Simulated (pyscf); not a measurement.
## Routes from methyltrichlorosilane (H₃C–Si(Cl)(Cl)–Cl) + hydrogen (H₂)

Candidate steps break at most two bonds and form at most two. Each was searched with GFN2-xTB (tblite) first. Structures and frequencies: ωB97X-D3(BJ)/def2-SVP in PySCF. Energies: ωB97M-D3(BJ)/def2-TZVP, kJ/mol, from the separated reactants, singlet surface; ΔG‡ with ideal gas, 1 atm, RRHO with modes under 100 cm⁻¹ raised to 100, one conformer, R ln 2 for chiral ones without a mode under 150 cm⁻¹.

```csv
products,type,ΔE‡,ΔE,ΔG‡ 298 K,ΔG‡ 900 K,ν‡ (cm⁻¹)
CH₄ + Cl–SiH(Cl)–Cl,four-centre exchange,415.8,-8.7,451.8,526.2,1908i
H₃C–Si(Cl)(Cl)–Cl + H₂,four-centre exchange,481.4,0.0,510.6,585.6,2101i
```

Plain bond fissions and candidates not yet searched are not listed, and one of them may be faster. Each barrier is that of the saddle found; lower ones may exist.
